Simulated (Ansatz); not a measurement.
# BSi2: the cost of one run

The runs use Ansatz 0.2.0, Gaussian basis; def2-TZVPP, core rule «outside noble gas», up to 11 orbitals frozen.

Plan: UHF; ROHF; CCSD(T) on UHF.

### Step 1. The system

The geometry is a PBE0/def2-TZVP stationary point (not a proven minimum) of the parent state, kept for this charge and spin.

3 atoms, charge 1, spin multiplicity 5.

Atoms are counted from 1 here; the program's logs count them from 0.

Bond lengths: Si1–B2 1.955 Å, B2–Si3 1.955 Å. Angles: Si1–B2–Si3 180.0°.

### Step 2. UHF

Contents of in.yaml:

```yaml
crystal:
  periodic: [false, false, false]
  atoms:
    - {symbol: Si, position_ang: [0.000000, 0.000000, 1.954501]}
    - {symbol: B, position_ang: [0.000000, 0.000000, 0.000000]}
    - {symbol: Si, position_ang: [0.000000, 0.000000, -1.954501]}
basis:
  gaussian: {orbitals: def2-TZVPP}
total_charge: 1
magnetization: {spin_polarized: true, initial_magnetization: 4}
hamiltonian: {xc: hf}
output: {orbitals: {seedname: orbitals}}
```

Command:

```
ansatz run in.yaml --threads 1 --pin off --events-out ev --progress --plain --max-ram 4096MiB --backend cpu
```

Q: Estimate wall time and peak memory on 1 thread of AMD EPYC 7R13, shared host.

About 19 s, with a peak of 0.3 GiB.
